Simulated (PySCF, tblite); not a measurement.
# methoxyethane (C₃H₈O): a rotation path, then NMR shifts and spin-spin couplings on frames, part 2 of 3

tblite 0.8.0 and PySCF 2.14.0. Atoms count from 0.

### Step 7. Nuclear shieldings: image 4, PBE0/pcSseg-1

What the job is given:

```
{"job": {"kind": "nmr", "xc": "PBE0", "basis": "pcSseg-1", "pop": false}, "charge": 0, "multiplicity": 1}
C      1.259400     0.253100     0.332200
C      0.510000    -0.813800    -0.455700
O     -0.912200    -0.749800    -0.485800
C     -1.560400     0.379500     0.037100
H      1.083300     1.245600    -0.073700
H      2.323700     0.040500     0.257800
H      0.981300     0.244500     1.383000
H      0.861900    -0.798800    -1.497500
H      0.745900    -1.799400    -0.035600
H     -2.621600     0.194500    -0.127700
H     -1.282100     1.308500    -0.472800
H     -1.388000     0.494900     1.112700
```

Method: GIAO PBE0/pcSseg-1 NMR shielding, non-relativistic, gas phase.

Standard output:

```text
coarse grid: 9304 points
cycle   1  E = -193.9833242565  dE =  2.498e-01  |g| = 5.475e-01  |ddm| = 2.741e+00
cycle   2  E = -193.9352798689  dE =  4.804e-02  |g| = 7.624e-01  |ddm| = 1.088e+00
cycle   3  E = -194.0414649180  dE = -1.062e-01  |g| = 7.161e-02  |ddm| = 6.827e-01
cycle   4  E = -194.0423163221  dE = -8.514e-04  |g| = 2.706e-02  |ddm| = 5.345e-02
cycle   5  E = -194.0424837533  dE = -1.674e-04  |g| = 4.439e-03  |ddm| = 2.082e-02
cycle   6  E = -194.0424877810  dE = -4.028e-06  |g| = 4.255e-04  |ddm| = 3.267e-03
final grid: 87808 points
cycle   7  E = -194.0780632122  dE = -2.583e-05  |g| = 1.106e-02  |ddm| = 2.039e-02
cycle   8  E = -194.0780435133  dE =  1.970e-05  |g| = 1.531e-02  |ddm| = 1.460e-02
cycle   9  E = -194.0780872469  dE = -4.373e-05  |g| = 1.281e-03  |ddm| = 8.833e-03
cycle  10  E = -194.0780875942  dE = -3.473e-07  |g| = 1.300e-04  |ddm| = 1.161e-03
cycle  11  E = -194.0780875976  dE = -3.467e-09  |g| = 2.881e-05  |ddm| = 1.206e-04
cycle  12  E = -194.0780875978  dE = -1.660e-10  |g| = 9.518e-06  |ddm| = 2.815e-05
converged SCF energy = -194.0780875978

GIAO shielding tensors (ppm)
atom      isotropic    diamagn.    paramagn.     s11        s22        s33       span
  0 C      174.283     250.499     -76.216    165.476    174.405    182.970     17.494
  1 C      119.883     242.106    -122.224     86.649    102.631    170.368     83.719
  2 O      339.444     394.293     -54.849    296.526    303.333    418.473    121.948
  3 C      134.147     245.076    -110.929    108.105    113.677    180.658     72.554
  4 H       30.190      31.263      -1.072     26.163     29.041     35.367      9.204
  5 H       30.864      29.225       1.638     27.274     27.866     37.451     10.178
  6 H       30.211      31.064      -0.853     26.281     28.624     35.730      9.449
  7 H       27.577      29.447      -1.870     22.203     27.865     32.663     10.461
  8 H       27.530      29.390      -1.860     22.350     27.628     32.613     10.263
  9 H       28.117      28.601      -0.483     24.268     26.070     34.014      9.746
 10 H       28.357      30.322      -1.965     24.850     26.049     34.172      9.323
 11 H       28.278      30.480      -2.202     24.481     26.387     33.965      9.484
```

Run time: 8.9 s. Hardware: 1 thread of Intel Xeon Platinum 8488C, shared host; peak memory 0.54 GiB.

Key values: δ C1 67.0, C3 52.8, C0 12.6, O2 -3.4, H8 4.19, H7 4.14 ppm.

### Step 8. Indirect couplings: image 4, B3LYP/pcJ-1

The job, as its differences from that of step 7:

```diff
@@ -1,2 +1,2 @@
-{"job": {"kind": "nmr", "xc": "PBE0", "basis": "pcSseg-1", "pop": false}, "charge": 0, "multiplicity": 1}
+{"job": {"kind": "j", "xc": "B3LYP", "basis": "pcJ-1"}, "charge": 0, "multiplicity": 1}
 C      1.259400     0.253100     0.332200
```

With the program's defaults for keys left out, this is: B3LYP/pcJ-1 indirect spin-spin coupling, non-relativistic, gas phase.

Standard output:

```text
coarse grid: 9304 points
cycle   1  E = -194.2303770886  dE =  2.077e-01  |g| = 6.252e-01  |ddm| = 2.429e+00
cycle   2  E = -194.1416735547  dE =  8.870e-02  |g| = 9.452e-01  |ddm| = 1.355e+00
cycle   3  E = -194.3035512688  dE = -1.619e-01  |g| = 9.520e-02  |ddm| = 9.116e-01
cycle   4  E = -194.3049277170  dE = -1.376e-03  |g| = 4.174e-02  |ddm| = 7.254e-02
cycle   5  E = -194.3053112420  dE = -3.835e-04  |g| = 6.258e-03  |ddm| = 2.918e-02
cycle   6  E = -194.3053188007  dE = -7.559e-06  |g| = 6.385e-04  |ddm| = 4.420e-03
final grid: 87808 points
cycle   7  E = -194.3489066173  dE = -1.058e-04  |g| = 7.386e-03  |ddm| = 1.770e-02
cycle   8  E = -194.3488984843  dE =  8.133e-06  |g| = 9.711e-03  |ddm| = 9.738e-03
cycle   9  E = -194.3489177142  dE = -1.923e-05  |g| = 1.132e-03  |ddm| = 5.670e-03
cycle  10  E = -194.3489178856  dE = -1.714e-07  |g| = 5.714e-04  |ddm| = 1.309e-03
cycle  11  E = -194.3489179470  dE = -6.143e-08  |g| = 3.615e-05  |ddm| = 4.310e-04
cycle  12  E = -194.3489179472  dE = -2.454e-10  |g| = 1.044e-05  |ddm| = 3.408e-05
converged SCF energy = -194.3489179472

Indirect spin-spin couplings (Hz)
  i      j    bonds     total        FC       PSO       DSO        SD
  0 C    1 C    1     34.181    34.635    -0.645     0.191         -
  0 C    2 O    2      0.585     0.661    -0.095     0.018         -
  0 C    3 C    3      7.210     7.120     0.074     0.016         -
  0 C    4 H    1    132.857   130.997     1.205     0.654         -
  0 C    5 H    1    131.385   129.504     1.274     0.607         -
  0 C    6 H    1    132.858   131.003     1.205     0.650         -
  0 C    7 H    2     -1.401    -1.301     0.098    -0.198         -
  0 C    8 H    2     -2.508    -2.408     0.102    -0.201         -
  0 C    9 H    4      0.564     0.555     0.406    -0.397         -
  0 C   10 H    4      0.346     0.302    -0.064     0.108         -
  1 C    2 O    1     25.312    26.573    -1.142    -0.119         -
  1 C    3 C    2     -2.663    -2.503    -0.094    -0.066         -
  1 C    4 H    2     -5.543    -5.468     0.079    -0.154         -
  1 C    5 H    2      0.469     0.425     0.159    -0.116         -
  1 C    6 H    2     -5.502    -5.428     0.085    -0.159         -
  1 C    7 H    1    148.406   147.413     0.077     0.915         -
  1 C    8 H    1    148.949   147.969     0.066     0.913         -
  1 C    9 H    3     12.439    12.483     0.578    -0.621         -
  1 C   10 H    3      1.971     1.976     0.113    -0.118         -
  1 C   11 H    3      1.398     1.400     0.138    -0.140         -
  2 O    3 C    1     24.687    25.314    -0.524    -0.103         -
  2 O    4 H    3     -1.485    -1.253    -0.313     0.081         -
  2 O    5 H    3     -3.958    -4.050    -0.174     0.267         -
  2 O    6 H    3     -1.068    -0.886    -0.251     0.069         -
  2 O    7 H    2     -9.488    -8.944    -0.634     0.089         -
  2 O    8 H    2    -11.742   -11.162    -0.644     0.063         -
  2 O    9 H    2    -15.483   -14.673    -0.892     0.081         -
  2 O   10 H    2     -3.258    -2.593    -0.843     0.178         -
  2 O   11 H    2     -3.436    -2.808    -0.798     0.169         -
  3 C    4 H    4      0.195     0.173    -0.148     0.170         -
  3 C    5 H    4      1.321     1.308     0.395    -0.382         -
  3 C    6 H    4      0.247     0.231    -0.089     0.105         -
  3 C    7 H    3      1.186     1.210     0.422    -0.446         -
  3 C    8 H    3      4.122     4.161     0.492    -0.531         -
  3 C    9 H    1    147.381   146.394     0.267     0.720         -
  3 C   10 H    1    142.827   141.753     0.303     0.771         -
  3 C   11 H    1    143.717   142.649     0.293     0.775         -
  4 H    5 H    2    -14.803   -14.911     2.787    -2.679         -
  4 H    6 H    2    -11.409   -11.533     2.755    -2.630         -
  4 H    7 H    3      5.402     5.517     0.385    -0.501         -
  4 H    8 H    3     16.311    16.452     2.769    -2.910         -
  4 H   10 H    5      0.316     0.178    -1.925     2.064         -
  5 H    6 H    2    -14.605   -14.709     2.810    -2.705         -
  5 H    7 H    3      2.644     2.729     0.292    -0.377         -
  5 H    8 H    3      2.833     2.922     0.326    -0.415         -
  6 H    7 H    3     16.451    16.589     2.766    -2.904         -
  6 H    8 H    3      5.512     5.626     0.383    -0.497         -
  6 H   10 H    5     -0.215    -0.116     0.145    -0.243         -
  6 H   11 H    5      0.268     0.131    -1.932     2.069         -
  7 H    8 H    2    -11.038   -11.066     2.212    -2.184         -
  7 H    9 H    4     -0.698    -0.558     1.753    -1.892         -
  7 H   10 H    4      0.604     0.741     0.355    -0.492         -
  7 H   11 H    4      0.418     0.582     1.898    -2.062         -
  8 H    9 H    4     -0.725    -0.595     1.822    -1.952         -
  9 H   10 H    2    -12.402   -12.375     2.551    -2.578         -
  9 H   11 H    2    -12.505   -12.475     2.532    -2.561         -
 10 H   11 H    2     -6.993    -7.017     2.478    -2.454         -
```

Run time: 21 s. Hardware: 1 thread of Intel Xeon Platinum 8488C, shared host; peak memory 0.77 GiB.

In short: J(C1,H7) 148.7 Hz, J(C3,H9) 144.6 Hz, J(C0,H4) 132.4 Hz (means over like pairs).

### Step 9. NMR shieldings: image 6, PBE0/pcSseg-1

What the job is given:

```
{"job": {"kind": "nmr", "xc": "PBE0", "basis": "pcSseg-1", "pop": false}, "charge": 0, "multiplicity": 1}
C      1.308400     0.181100     0.448500
C      0.484400    -0.761900    -0.425400
O     -0.880500    -0.844900    -0.078300
C     -1.572800     0.378700    -0.048300
H      1.056600     1.219500     0.247500
H      2.364400     0.038200     0.235600
H      1.128300    -0.029600     1.500000
H      0.590700    -0.468900    -1.483000
H      0.846500    -1.786800    -0.311300
H     -2.631400     0.126900    -0.005100
H     -1.380400     0.979600    -0.944700
H     -1.313000     0.967400     0.838500
```

Level: GIAO PBE0/pcSseg-1 NMR shielding, non-relativistic, gas phase.

Standard output:

```text
coarse grid: 9304 points
cycle   1  E = -193.9916577010  dE =  2.567e-01  |g| = 5.406e-01  |ddm| = 2.732e+00
cycle   2  E = -193.9422279803  dE =  4.943e-02  |g| = 7.602e-01  |ddm| = 1.101e+00
cycle   3  E = -194.0488115757  dE = -1.066e-01  |g| = 7.413e-02  |ddm| = 7.046e-01
cycle   4  E = -194.0497282169  dE = -9.166e-04  |g| = 2.751e-02  |ddm| = 5.682e-02
cycle   5  E = -194.0499015175  dE = -1.733e-04  |g| = 4.266e-03  |ddm| = 2.116e-02
cycle   6  E = -194.0499052092  dE = -3.692e-06  |g| = 4.786e-04  |ddm| = 3.280e-03
final grid: 87808 points
cycle   7  E = -194.0849611387  dE = -2.403e-05  |g| = 1.120e-02  |ddm| = 2.002e-02
cycle   8  E = -194.0849397744  dE =  2.136e-05  |g| = 1.573e-02  |ddm| = 1.494e-02
cycle   9  E = -194.0849852508  dE = -4.548e-05  |g| = 1.280e-03  |ddm| = 9.272e-03
cycle  10  E = -194.0849856040  dE = -3.532e-07  |g| = 1.187e-04  |ddm| = 1.177e-03
cycle  11  E = -194.0849856070  dE = -2.997e-09  |g| = 2.822e-05  |ddm| = 1.193e-04
cycle  12  E = -194.0849856072  dE = -1.603e-10  |g| = 9.767e-06  |ddm| = 2.945e-05
converged SCF energy = -194.0849856072

GIAO shielding tensors (ppm)
atom      isotropic    diamagn.    paramagn.     s11        s22        s33       span
  0 C      171.554     250.243     -78.689    156.123    173.180    185.359     29.236
  1 C      117.463     243.633    -126.170     86.788     98.883    166.719     79.930
  2 O      314.156     394.672     -80.515    265.467    311.151    365.851    100.385
  3 C      130.380     245.869    -115.489     98.430    112.056    180.653     82.222
  4 H       30.188      31.375      -1.187     26.226     29.591     34.747      8.520
  5 H       30.856      29.493       1.364     27.377     27.923     37.268      9.891
  6 H       30.627      30.541       0.086     27.163     28.364     36.354      9.191
  7 H       28.105      30.205      -2.099     22.955     28.448     32.912      9.957
  8 H       27.673      29.531      -1.858     22.633     27.496     32.890     10.258
  9 H       27.965      28.788      -0.823     24.129     25.830     33.938      9.809
 10 H       28.902      30.160      -1.258     25.740     26.360     34.606      8.866
 11 H       28.139      30.596      -2.456     24.185     26.595     33.638      9.453
```

Wall time 11 s (1 thread of Intel Xeon Platinum 8488C, shared host); peak memory 0.54 GiB.

Key values: δ C1 69.5, C3 56.5, C0 15.4, O2 21.9, H8 4.04, H9 3.75 ppm.

### Step 10. J couplings: image 6, B3LYP/pcJ-1

The job, as its differences from that of step 9:

```diff
@@ -1,2 +1,2 @@
-{"job": {"kind": "nmr", "xc": "PBE0", "basis": "pcSseg-1", "pop": false}, "charge": 0, "multiplicity": 1}
+{"job": {"kind": "j", "xc": "B3LYP", "basis": "pcJ-1"}, "charge": 0, "multiplicity": 1}
 C      1.308400     0.181100     0.448500
```

With the program's defaults for keys left out, this is: B3LYP/pcJ-1 indirect spin-spin coupling, non-relativistic, gas phase.

Standard output:

```text
coarse grid: 9304 points
cycle   1  E = -194.2385839803  dE =  2.135e-01  |g| = 6.185e-01  |ddm| = 2.419e+00
cycle   2  E = -194.1469978870  dE =  9.159e-02  |g| = 9.456e-01  |ddm| = 1.381e+00
cycle   3  E = -194.3107057139  dE = -1.637e-01  |g| = 9.865e-02  |ddm| = 9.489e-01
cycle   4  E = -194.3121982891  dE = -1.493e-03  |g| = 4.247e-02  |ddm| = 7.736e-02
cycle   5  E = -194.3125956165  dE = -3.973e-04  |g| = 6.075e-03  |ddm| = 2.980e-02
cycle   6  E = -194.3126026590  dE = -7.043e-06  |g| = 7.136e-04  |ddm| = 4.513e-03
final grid: 87808 points
cycle   7  E = -194.3556359388  dE = -1.050e-04  |g| = 7.466e-03  |ddm| = 1.705e-02
cycle   8  E = -194.3556270795  dE =  8.859e-06  |g| = 1.000e-02  |ddm| = 9.599e-03
cycle   9  E = -194.3556468586  dE = -1.978e-05  |g| = 1.171e-03  |ddm| = 5.890e-03
cycle  10  E = -194.3556470522  dE = -1.936e-07  |g| = 5.517e-04  |ddm| = 1.367e-03
cycle  11  E = -194.3556471117  dE = -5.954e-08  |g| = 3.533e-05  |ddm| = 4.308e-04
cycle  12  E = -194.3556471120  dE = -2.480e-10  |g| = 1.091e-05  |ddm| = 3.724e-05
converged SCF energy = -194.3556471120

Indirect spin-spin couplings (Hz)
  i      j    bonds     total        FC       PSO       DSO        SD
  0 C    1 C    1     35.352    35.762    -0.602     0.193         -
  0 C    2 O    2     -0.426    -0.586     0.147     0.013         -
  0 C    3 C    3      2.812     2.802     0.011    -0.001         -
  0 C    4 H    1    132.013   130.119     1.240     0.654         -
  0 C    5 H    1    130.916   129.019     1.292     0.605         -
  0 C    6 H    1    133.247   131.432     1.166     0.649         -
  0 C    7 H    2      0.885     0.977     0.103    -0.195         -
  0 C    8 H    2     -2.214    -2.097     0.099    -0.217         -
  0 C   10 H    4      0.975     0.974     0.037    -0.035         -
  1 C    2 O    1     24.195    24.517    -0.204    -0.118         -
  1 C    3 C    2     -2.408    -2.131    -0.223    -0.054         -
  1 C    4 H    2     -5.301    -5.198     0.037    -0.140         -
  1 C    5 H    2      0.198     0.169     0.157    -0.128         -
  1 C    6 H    2     -5.904    -5.869     0.104    -0.139         -
  1 C    7 H    1    143.421   142.383     0.084     0.954         -
  1 C    8 H    1    149.550   148.573     0.050     0.926         -
  1 C    9 H    3     11.306    11.374     0.554    -0.623         -
  1 C   10 H    3      4.686     4.675    -0.000     0.012         -
  1 C   11 H    3      0.130     0.182     0.133    -0.186         -
  2 O    3 C    1     24.447    24.980    -0.430    -0.102         -
  2 O    4 H    3     -1.100    -0.941    -0.256     0.097         -
  2 O    5 H    3     -4.973    -5.153    -0.087     0.268         -
  2 O    6 H    3     -1.163    -1.100    -0.065     0.003         -
  2 O    7 H    2     -3.365    -2.891    -0.611     0.137         -
  2 O    8 H    2    -14.183   -13.628    -0.599     0.043         -
  2 O    9 H    2    -14.133   -13.422    -0.803     0.093         -
  2 O   10 H    2     -2.722    -1.990    -0.908     0.176         -
  2 O   11 H    2     -3.794    -3.201    -0.753     0.159         -
  3 C    4 H    4      0.193     0.180    -0.187     0.200         -
  3 C    5 H    4      0.676     0.700     0.356    -0.380         -
  3 C    6 H    4      0.181     0.190     0.047    -0.057         -
  3 C    7 H    3      1.794     1.787     0.150    -0.143         -
  3 C    8 H    3     11.161    11.231     0.592    -0.662         -
  3 C    9 H    1    148.603   147.615     0.273     0.715         -
  3 C   10 H    1    139.894   138.798     0.323     0.773         -
  3 C   11 H    1    144.788   143.725     0.292     0.771         -
  4 H    5 H    2    -14.199   -14.321     2.817    -2.696         -
  4 H    6 H    2    -11.809   -11.930     2.742    -2.620         -
  4 H    7 H    3      6.290     6.390     0.174    -0.275         -
  4 H    8 H    3     15.412    15.564     2.749    -2.901         -
  4 H   11 H    5      0.243     0.163    -1.651     1.731         -
  5 H    6 H    2    -14.309   -14.408     2.869    -2.770         -
  5 H    7 H    3      1.034     1.129     0.556    -0.650         -
  5 H    8 H    3      4.231     4.320     0.233    -0.323         -
  5 H    9 H    5     -0.354    -0.244     1.614    -1.724         -
  6 H    7 H    3     14.020    14.154     2.762    -2.896         -
  6 H    8 H    3      3.304     3.419     0.595    -0.711         -
  7 H    8 H    2    -11.625   -11.650     2.226    -2.201         -
  7 H    9 H    4     -0.540    -0.381     1.549    -1.708         -
  7 H   10 H    4      0.623     0.604    -1.206     1.225         -
  7 H   11 H    4      0.530     0.696     1.305    -1.471         -
  8 H    9 H    4     -0.189    -0.073     1.979    -2.095         -
  8 H   10 H    4     -0.713    -0.557     1.899    -2.054         -
  8 H   11 H    4     -0.677    -0.502     1.789    -1.965         -
  9 H   10 H    2    -12.276   -12.247     2.594    -2.623         -
  9 H   11 H    2    -11.611   -11.593     2.569    -2.587         -
 10 H   11 H    2     -8.246    -8.263     2.459    -2.442         -
```

Run time: 18 s. Hardware: 1 thread of Intel Xeon Platinum 8488C, shared host; peak memory 0.77 GiB.

This run: J(C1,H7) 146.5 Hz, J(C3,H9) 144.4 Hz, J(C0,H4) 132.1 Hz (means over like pairs).

### Step 11. Shielding tensors: image 8, PBE0/pcSseg-1

What the job is given:

```
{"job": {"kind": "nmr", "xc": "PBE0", "basis": "pcSseg-1", "pop": false}, "charge": 0, "multiplicity": 1}
C      1.363600     0.139300     0.512900
C      0.475300    -0.712700    -0.392500
O     -0.865900    -0.805900     0.032600
C     -1.610100     0.376600    -0.113700
H      1.081300     1.188300     0.467200
H      2.398500     0.047600     0.194700
H      1.278900    -0.202500     1.541300
H      0.514800    -0.324100    -1.422400
H      0.835100    -1.744900    -0.394500
H     -2.644700     0.116300     0.102500
H     -1.539700     0.764500    -1.137900
H     -1.285900     1.156900     0.583600
```

Level: GIAO PBE0/pcSseg-1 NMR shielding, non-relativistic, gas phase.

Standard output:

```text
coarse grid: 9304 points
cycle   1  E = -193.9924934138  dE =  2.563e-01  |g| = 5.400e-01  |ddm| = 2.732e+00
cycle   2  E = -193.9421684957  dE =  5.032e-02  |g| = 7.620e-01  |ddm| = 1.103e+00
cycle   3  E = -194.0496433142  dE = -1.075e-01  |g| = 7.454e-02  |ddm| = 7.076e-01
cycle   4  E = -194.0505699792  dE = -9.267e-04  |g| = 2.764e-02  |ddm| = 5.741e-02
cycle   5  E = -194.0507453170  dE = -1.753e-04  |g| = 4.130e-03  |ddm| = 2.118e-02
cycle   6  E = -194.0507487642  dE = -3.447e-06  |g| = 5.285e-04  |ddm| = 3.176e-03
final grid: 87808 points
cycle   7  E = -194.0860988919  dE = -2.043e-05  |g| = 1.105e-02  |ddm| = 1.908e-02
cycle   8  E = -194.0860781719  dE =  2.072e-05  |g| = 1.551e-02  |ddm| = 1.514e-02
cycle   9  E = -194.0861226084  dE = -4.444e-05  |g| = 1.286e-03  |ddm| = 9.163e-03
cycle  10  E = -194.0861229665  dE = -3.581e-07  |g| = 9.383e-05  |ddm| = 1.154e-03
cycle  11  E = -194.0861229683  dE = -1.772e-09  |g| = 2.846e-05  |ddm| = 1.009e-04
cycle  12  E = -194.0861229685  dE = -1.559e-10  |g| = 1.126e-05  |ddm| = 2.865e-05
converged SCF energy = -194.0861229685

GIAO shielding tensors (ppm)
atom      isotropic    diamagn.    paramagn.     s11        s22        s33       span
  0 C      172.201     249.558     -77.357    152.778    176.569    187.255     34.477
  1 C      115.849     244.193    -128.344     84.203     96.809    166.535     82.332
  2 O      309.349     394.917     -85.568    257.910    313.467    356.671     98.761
  3 C      128.752     245.694    -116.942     92.045    111.717    182.494     90.449
  4 H       30.093      31.174      -1.081     25.822     29.692     34.764      8.943
  5 H       30.962      29.479       1.483     27.342     28.105     37.438     10.096
  6 H       30.704      30.180       0.524     27.180     28.318     36.614      9.434
  7 H       28.376      30.670      -2.293     23.553     28.783     32.793      9.240
  8 H       27.622      29.633      -2.011     22.497     27.614     32.756     10.260
  9 H       27.898      28.813      -0.915     24.080     25.729     33.885      9.805
 10 H       28.875      29.897      -1.022     25.457     26.586     34.583      9.126
 11 H       28.061      30.597      -2.535     23.948     26.646     33.590      9.643
```

Wall time 7.7 s (1 thread of Intel Xeon Platinum 8488C, shared host); peak memory 0.53 GiB.

In short: δ C1 71.1, C3 58.2, C0 14.7, O2 26.7, H8 4.09, H9 3.82 ppm.

[end of part 2 of 3]
